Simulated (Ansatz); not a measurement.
BClH$_{2}$S, SMILES `SBCl`. Total charge 0; spin multiplicity 1.

```
atom    x (Å)    y (Å)    z (Å)
  S1   0.3862   1.0027  -0.8041
  B2  -0.3237  -0.2425   0.2490
 Cl3  -2.0318  -0.1670   0.5982
  H4   1.6412   0.5254  -0.7616
  H5   0.3281  -1.1187   0.7185
```

(1) What are the harmonic wavenumbers in cm⁻¹ at PBE0-D4/def2-TZVP (Ansatz, finite differences of forces, unscaled)? (An estimate is asked.)

(2) Is this a minimum?

(3) Give the ideal-gas thermochemistry at 298.15 K and 1 bar (rigid rotor, harmonic oscillator; point group Cs, symmetry number 1).

(4) And at 400, 500, 600, 800 and 1000 K?

(5) Rotational constants (cm⁻¹)?

Answers

(1) Computed: 254, 439, 686, 782, 878, 904, 1098, 2681, 2713.

(2) Yes, all 9 modes are real.

(3) Zero-point energy 62.4 kJ/mol; H(298) − E = 75.2 kJ/mol; entropy 279.3 J/(mol·K), of which translation 163.6, rotation 101.4, vibration 14.3; G(298) − E = -8.1 kJ/mol.

(4) 
```json
{"T (K)": "400", "H − E (kJ/mol)": "81.6", "S (J/mol/K)": "297.8", "G − E (kJ/mol)": "-37.5"}
{"T (K)": "500", "H − E (kJ/mol)": "88.8", "S (J/mol/K)": "313.7", "G − E (kJ/mol)": "-68.1"}
{"T (K)": "600", "H − E (kJ/mol)": "96.4", "S (J/mol/K)": "327.7", "G − E (kJ/mol)": "-100.2"}
{"T (K)": "800", "H − E (kJ/mol)": "113.0", "S (J/mol/K)": "351.5", "G − E (kJ/mol)": "-168.2"}
{"T (K)": "1000", "H − E (kJ/mol)": "130.9", "S (J/mol/K)": "371.4", "G − E (kJ/mol)": "-240.5"}
```

(5) 1.383, 0.1052, 0.09772.
